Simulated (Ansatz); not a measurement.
Input file for `B[SiH2]B`:

```yaml
crystal:
  periodic: [false, false, false]
  atoms:
    - {symbol: B, position_ang: [-0.980835, 0.471313, -1.175893]}
    - {symbol: Si, position_ang: [0.683947, 0.502563, -0.052620]}
    - {symbol: B, position_ang: [0.308783, -1.001149, 1.224984]}
    - {symbol: H, position_ang: [-1.054953, -0.228260, -2.142060]}
    - {symbol: H, position_ang: [-1.945659, 1.102578, -0.861426]}
    - {symbol: H, position_ang: [0.843599, 1.802600, 0.658905]}
    - {symbol: H, position_ang: [1.901181, 0.235107, -0.870624]}
    - {symbol: H, position_ang: [0.606705, -2.125899, 0.951953]}
    - {symbol: H, position_ang: [-0.274368, -0.805153, 2.249580]}
basis:
  gaussian: {orbitals: def2-TZVPP}
correlation: {method: ccsd_t}
output: {orbitals: {seedname: orbitals}}
```

```sh
$ ansatz run in.yaml --threads 2 --pin off --events-out ev --progress --plain --max-ram 4352MiB
```

Log, shortened:

```
Functional definition: HF
1075 factors; integrals over basis functions are off by at most 7.2e-4 eV
mean field evaluation 1: about -9297.7540 eV, gradient 1.6e1 eV
mean field evaluation 2: about -9297.7543 eV, gradient 1.6e1 eV
mean field evaluation 4: about -9299.3513 eV, gradient 1.0e0 eV
mean field evaluation 8: about -9299.3613 eV, gradient 1.5e-4 eV
mean field -9299.36128166 eV, -341.7452237676 hartree, gradient 4.5e-6 eV, S^2 0.000000; 0 other end points of the search recorded, 0 dependent functions left out
7 core orbitals not correlated: weight in the atoms' cores, before any rotation towards them, 1.000 or more for the frozen orbitals, at most 0.000 for the correlated occupied ones
reference -9299.36128166 eV, -341.7452237676 hartree; 8, 8 occupied and 173, 173 virtual orbitals, 1075 factors
second order -8.89380660 eV of doubles, -0.00000000 eV of singles
cycle   1  -9.99628130 eV  change    -1.1e0 eV  update   8.0e-2
cycle   2  -10.38552381 eV  change   -3.9e-1 eV  update   2.8e-2
cycle   3  -10.42128380 eV  change   -3.6e-2 eV  update   1.2e-2
cycle   4  -10.41770864 eV  change    3.6e-3 eV  update   5.8e-3
cycle   5  -10.41587358 eV  change    1.8e-3 eV  update   2.6e-3
cycle   6  -10.41621377 eV  change   -3.4e-4 eV  update   9.6e-4
cycle   7  -10.41644194 eV  change   -2.3e-4 eV  update   2.7e-4
cycle   8  -10.41652259 eV  change   -8.1e-5 eV  update   1.1e-4
cycle   9  -10.41652516 eV  change   -2.6e-6 eV  update   4.1e-5
cycle  10  -10.41650787 eV  change    1.7e-5 eV  update   1.9e-5
perturbative correction -0.34004380 eV, -0.0124963792 hartree
Total energy: -9310.11783333 eV, -342.1405197503 hartree
```

It took 26 s on 2 threads of an Arm Neoverse V1 on a shared host, with 1.9 GiB of host memory at the peak.

MP2 recovers 82.7 % of the CCSD(T) correlation energy and the triples give 3.2 %; T1 = 0.0153.
